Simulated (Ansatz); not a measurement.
A run of Ansatz (development build ahead of 0.2.0) on singlet SiHF at this shape:

```
atom   x (Å)    y (Å)    z (Å)
   H  0.0000   0.3521  -1.2723
  Si  0.0000  -0.7608  -0.0259
   F  0.0000   0.4087   1.2982
```

Its results:

* Converged: yes
* Reference energy: -388.75677 hartree
* Correlation energy: -0.26653 hartree
* Total energy: -389.02330 hartree
* Spin squared of the determinant: 0.157
* Stability test: minimum

Messages of the program:
```
mean field -10578.61055337 eV, -388.7567673965 hartree, gradient 9.0e-6 eV, S^2 0.156937; 4 other ends of a descent, 0 dependent functions left out
```

(1) Which input gives this output? Name the method, the orbitals and the basis set, and write the input.

## Answers

(1) UHF-MP2 in def2-SVP.

```yaml
crystal:
  periodic: [false, false, false]
  atoms:
    - { symbol: H, position_ang: [0.0, 0.35206, -1.27231] }
    - { symbol: Si, position_ang: [0.0, -0.76076, -0.02586] }
    - { symbol: F, position_ang: [0.0, 0.4087, 1.29817] }
basis:
  gaussian: { orbitals: def2-SVP }
magnetization:
  spin_polarized: true
hamiltonian:
  xc: hf
correlation:
  method: mp2
  frozen_orbitals: { F: 1, H: 0, Si: 5 }
```

Caution: the unrestricted determinant is spin contaminated.
